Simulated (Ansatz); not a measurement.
Consider vertical energies of changing the electron count of AlB (charge +1) (the Python package of Ansatz (0.2.0)).

`alb.py`:
```python
"""Removing and adding an electron on AlB(+) at fixed geometry."""

import ansatz as az

config = {
    "basis_set": "aug-cc-pVDZ",
    "functional": "pbe0",
    "dispersion": "d4",
}


def energy_of(molecule, charge=0, unpaired=0):
    calc = (
        molecule.calculation()
        .basis(gaussian=config["basis_set"])
        .functional(config["functional"], dispersion=config["dispersion"])
        .scf(lower_state_search="off")
    )
    if charge:
        calc = calc.charge(charge)
    if unpaired:
        calc = calc.spin("collinear", total=unpaired)
    report = calc.run(threads=1).report
    if report["published_state_doubts"]:
        print("  doubts:", report["published_state_doubts"])
    return report["free_energy_ev"]

GEOMETRY = """
Al    0.00000    0.00000    0.00000
B     0.00000    0.00000    2.11000
"""

system = az.Crystal.molecule()
for line in GEOMETRY.strip().splitlines():
    symbol, *xyz = line.split()
    system = system.atom(symbol, [float(v) for v in xyz])

# delta-SCF style differences, no relaxation
parent = energy_of(system, 1, 1)
cation = energy_of(system, 2, 0)
print(f"E(N)   = {parent:.5f} eV")
print(f"E(N-1) = {cation:.5f} eV  (0 unpaired)")
print(f"vertical ionisation energy {cation - parent:.3f} eV")
anion = energy_of(system, 0, 0)
print(f"E(N+1) = {anion:.5f} eV  (0 unpaired)")
print(f"vertical electron affinity {parent - anion:.3f} eV" + ("" if anion < parent else " (unbound in this basis)"))
print(f"fundamental gap IP - EA = {cation + anion - 2 * parent:.3f} eV")
```

What does it cost to change the electron count at this fixed geometry?

At this unrelaxed geometry removing an electron costs 14.77 eV and adding one releases 6.69 eV.

What the script printed:

```console
$ python alb.py
E(N)   = -7256.09306 eV
E(N-1) = -7241.32751 eV  (0 unpaired)
vertical ionisation energy 14.766 eV
E(N+1) = -7262.77904 eV  (0 unpaired)
vertical electron affinity 6.686 eV
fundamental gap IP - EA = 8.080 eV
```

Reading the output:
- These settings explore the input space; basis and method may be short of convergence.
- The geometry is a force-field or estimated start, not a minimum of this method, and the basis set is short of its limit. All parts are taken at fixed geometry, without zero-point energy. At an unrelaxed start these energies can be a whole eV from those at the minimum, and a small affinity can change sign.
- The species is open-shell (spin multiplicity 2).
- The expectation value of S² is noticeably off S(S+1) in at least one run, so that state is spin-contaminated.
- Only the spin states typed were run; another state of an ion can lie lower, by up to an eV or two.
- The spin state was assumed, and another may lie lower.
- Wall time of the script: 2.2 s on 1 thread of Intel(R) Xeon(R) Processor @ 2.30GHz, with other jobs on the host, peak memory 0.19 GiB.
